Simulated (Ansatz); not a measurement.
Worked example: correlation energy of H$_{2}$N–O, quartet

Geometry: that of the H2N–O, doublet, kept fixed. The doublet lies 6.9 eV lower here.

```
atom   x (Å)    y (Å)    z (Å)
   N  0.0000   0.0000   0.5984
   O  0.0000   0.0000  -0.6635
   H  0.0000   0.8762   1.1083
   H  0.0000  -0.8762   1.1083
```

Basis cc-pVDZ; Ansatz 0.2.0. Only valence electrons are correlated (noble-gas cores frozen), which leaves 13 electrons in 36 orbitals. Prefix R: restricted or restricted open-shell reference; prefix U: unrestricted.

Full CI isn't at hand for all of this; UCCSDT(Q) serves as the reference, and is uncertain by about the last step of the cluster series.

Runs differ by some tens of microhartree through their thresholds and, for an open shell, their frozen cores, so steps under 0.03 kcal/mol mean nothing.

| level | total energy (hartree) |
| --- | --- |
| UHF | -130.174862 |
| UMP2 | -130.474742 |
| UCCSD | -130.503216 |
| UCCSD(T) | -130.512064 |
| UCCSDT | -130.512940 |
| UCCSDT(Q) | -130.513777 |

What is the correlation energy at UCCSDT(Q), and what share of it do UMP2 and UCCSDT recover?

E(corr) = -130.513777 − (-130.174862) = -0.338915 hartree = -9.222 eV. UMP2: -0.299880 / -0.338915 = 88.48 %. UCCSDT: -0.338078 / -0.338915 = 99.75 %.

By how many kcal/mol does UCCSD(T) miss UCCSDT(Q) (1 hartree = 627.509 kcal/mol), and which steps make up the rest?

-130.512064 − (-130.513777) = 0.001713 hartree = 1.07 kcal/mol. Steps: UCCSDT − UCCSD(T) = -0.55, UCCSDT(Q) − UCCSDT = -0.53 kcal/mol. Differences between like states or geometries often cancel part of this.
